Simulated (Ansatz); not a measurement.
Two shapes of singlet NF₃.

Shape 1:

```xyz
4

N    -0.0047    0.0139    0.5150
F     1.2402   -0.0272   -0.1564
F    -0.5929    1.0120   -0.0995
F    -0.5885   -1.0924   -0.0959
```

Shape 2:

```xyz
4

N     0.0000    0.0000    0.5046
F     1.3147    0.0000   -0.1308
F    -0.6574    1.1386   -0.1308
F    -0.6574   -1.1386   -0.1308
```

Basis set: cc-pVTZ (spherical functions). Frozen core: 4 orbitals. Charge 0, multiplicity 1.

Computed with Ansatz (development build ahead of 0.2.0); each method stands on the lowest determinant of its kind that the runs found.

Q: Which shape is lower in energy, and by how much in each method?

A:

```
 method  E(2) − E(1) (eV)
    RHF             0.960
RHF-MP2             0.339
```

Shape 1 is lower.
